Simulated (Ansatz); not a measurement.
A made-up structure of Al2NH6 (charge +1), closed shell:

N1  (-0.862, 1.142, -0.801)
Al2  (0.697, -0.148, -0.625)
Al3  (0.736, -1.539, 1.610)
H4  (-1.511, 1.153, -0.016)
H5  (-1.411, 0.940, -1.638)
H6  (1.659, -1.303, -0.399)
H7  (1.429, 0.131, -1.994)
H8  (1.921, -2.551, 1.810)
H9  (-0.468, -1.227, 2.581)
(Å)

It is relaxed with PBE-D4/def2-SVP and then PBE0-D4/def2-TZVP (Ansatz 0.2.0). Atoms count as bonded within 1.22 times the sum of their covalent radii (H–H: 0.88 Å). The end point is not checked to be a true minimum.

Q: Does its bonding change? (Judge from chemistry; the calculation decides.)

A: The calculation gives: Yes. Formed: Al3–H6; broken: Al2–Al3.

Where it ends: The first stage lowers the energy by 3.13 eV in 9 steps. It ends as Al₂NH₆ ([NH2][AlH][H][AlH2]), total charge +1:
| atom | x (Å) | y (Å) | z (Å) |
| --- | --- | --- | --- |
| N1 | -0.8558 | 0.7624 | -0.7198 |
| Al2 | 0.6478 | 0.0399 | -1.1898 |
| Al3 | 0.8267 | -1.6290 | 1.6534 |
| H4 | -1.3476 | 0.6196 | 0.1492 |
| H5 | -1.3727 | 1.4095 | -1.2993 |
| H6 | 1.1386 | -0.9835 | 0.0964 |
| H7 | 1.6707 | 0.0104 | -2.3590 |
| H8 | 1.9744 | -2.6279 | 1.9892 |
| H9 | -0.4923 | -1.0045 | 2.2075 |

Labels in which every atom is bracketed show which atoms are joined, not bond orders.

For scale, one of the runs: PBE0-D4/def2-TZVP relaxation, 141 basis functions, launched by `ansatz run in.yaml --threads 2 --pin off --events-out ev --progress --plain --max-ram 4352MiB`. Hardware: 2 CPU threads of an AMD EPYC 9R45, shared host. Wall time about 11 s.
